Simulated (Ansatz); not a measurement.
in.yaml

```yaml
crystal:
  periodic: [false, false, false]
  atoms:
    - {symbol: N, position_ang: [0.000000, 0.000000, 0.000000]}
    - {symbol: H, position_ang: [0.000000, 0.000000, 1.958000]}
basis:
  gaussian: {orbitals: aug-cc-pVDZ}
total_charge: -1
magnetization: {spin_polarized: false, initial_magnetization: 1}
correlation: {method: sc_nevpt2, electrons: outside_noble_gas, active_space: {window: {electrons: 3, orbitals: 3}}}
```

```sh
$ ansatz run in.yaml --threads 1 --pin off --events-out ev --progress --plain --max-ram 2816MiB --backend cpu
```

Output:

```
313 factors; integrals over basis functions are off by at most 8.4e-4 eV
mean field evaluation 1: about -1484.7962 eV, gradient 3.7e1 eV
mean field evaluation 2: about -1484.7923 eV, gradient 3.7e1 eV
mean field evaluation 4: about -1490.7136 eV, gradient 8.2e0 eV
mean field evaluation 8: about -1491.1163 eV, gradient 2.3e-1 eV
mean field evaluation 16: about -1489.2821 eV, gradient 4.3e0 eV
mean field evaluation 32: about -1489.2886 eV, gradient 4.3e0 eV
mean field evaluation 64: about -1489.4426 eV, gradient 4.2e-1 eV
mean field evaluation 96: about -1490.9811 eV, gradient 1.6e0 eV
mean field evaluation 128: about -1489.4136 eV, gradient 3.7e-3 eV
mean field evaluation 160: about -1483.3319 eV, gradient 3.0e1 eV
mean field -1491.11737367 eV, -54.7975527668 hartree, gradient 2.1e-6 eV, S^2 0.750000; 12 other end points of the search recorded, 0 dependent functions left out
reference -1491.11737367 eV, -54.7975527668 hartree; 5, 4 occupied and 27, 28 virtual orbitals, 313 factors
state -1492.49582598 eV, -54.8482099548 hartree
state -1492.49582598 eV, -54.8482099548 hartree; corrected -1496.22718438 eV, -54.9853348468 hartree
Total energy: -1496.22718438 eV, -54.9853348468 hartree
```

Natural occupations: 1.7200 1.0000 0.2800.

For the same geometry and basis full CI lies 749.3 meV lower.

Ran on 1 thread of AMD EPYC 7R13, shared host: 0.63 s wall, 0.17 GiB peak host memory.
